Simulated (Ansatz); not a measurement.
# SiH3 (quartet): wave-function methods side by side, def2-TZVPP

One table from this session's results is given with a row withheld; the runs are named, their logs left out.

Program: Ansatz 0.2.0, Gaussian basis. Level of theory: def2-TZVPP, core rule «outside noble gas», up to 5 orbitals frozen. These are calculated values, not measurements.

The runs, in order: UHF; ROHF; CCSD(T) on UHF.

2 further runs of the same task are left out: 2 set aside as unsound or not needed.

## What is computed

The geometry is a PBE0/def2-TZVP stationary point (not a proven minimum) of the parent state, kept for this charge and spin.

4 atoms, charge 0, spin multiplicity 4.

Atoms are counted from 1 here; the program's logs count them from 0.

Bond lengths: Si1–H2 1.486 Å, Si1–H3 1.486 Å, Si1–H4 1.486 Å. Angles: H2–Si1–H3 111.3°, H2–Si1–H4 111.3°, H3–Si1–H4 111.3°.

The first run:

in.yaml

```yaml
crystal:
  periodic: [false, false, false]
  atoms:
    - {symbol: Si, position_ang: [0.000090, -0.000062, -0.043737]}
    - {symbol: H, position_ang: [1.415348, 0.014593, 0.409118]}
    - {symbol: H, position_ang: [-0.721058, 1.220018, 0.403029]}
    - {symbol: H, position_ang: [-0.696788, -1.232882, 0.406559]}
basis:
  gaussian: {orbitals: def2-TZVPP}
magnetization: {spin_polarized: true, initial_magnetization: 3}
hamiltonian: {xc: hf}
output: {orbitals: {seedname: orbitals}}
```

Command:

```sh
> ansatz run in.yaml --threads 1 --pin off --events-out ev --progress --plain --max-ram 4096MiB --backend cpu
```

Steps of the session up to this table: UHF; ROHF; CCSD(T) on UHF.

One table of the session follows, with a row left open; its other results are not shown here.

| method | from UCCSD(T) (kcal/mol) |
| --- | --- |
| ROHF | +88.49 |
| UHF | +86.82 |
| UMP2 | ? |
| UCCSD | +3.54 |
| UCCSD(T) | 0 |

**Question.** Estimate the row for UMP2.

As computed: from UCCSD(T) (kcal/mol): +20.34. In the column «from UCCSD(T) (kcal/mol)» it lies between UCCSD (+3.54) and UHF (+86.82).
